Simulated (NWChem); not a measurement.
Molecule: propene (C₃H₆); SMILES C=CC

All runs: NWChem. Pople sets run with spherical d functions. Structure relaxed at the PBE-D3(BJ)/def2-SVP level. Total energies compare along this basis series because the functional is fixed.

```
level                    basis functions  energy (Ha)  highest occupied level (eV)  orbital gap (eV)  dipole (D)
-----------------------  ---------------  -----------  ---------------------------  ----------------  ----------
Hartree-Fock/STO-3G                   21    -115.6555                        -8.21             16.87        0.25
Hartree-Fock/3-21G                    39    -116.4200                        -9.66             14.72        0.33
Hartree-Fock/6-31G*                   54    -117.0674                        -9.57             14.60        0.31
Hartree-Fock/6-31+G*                  66    -117.0717                        -9.69             12.08        0.40
Hartree-Fock/6-311G**                 90    -117.1001                        -9.67             14.08        0.37
Hartree-Fock/6-311++G**              108    -117.1016                        -9.71             10.86        0.42
```
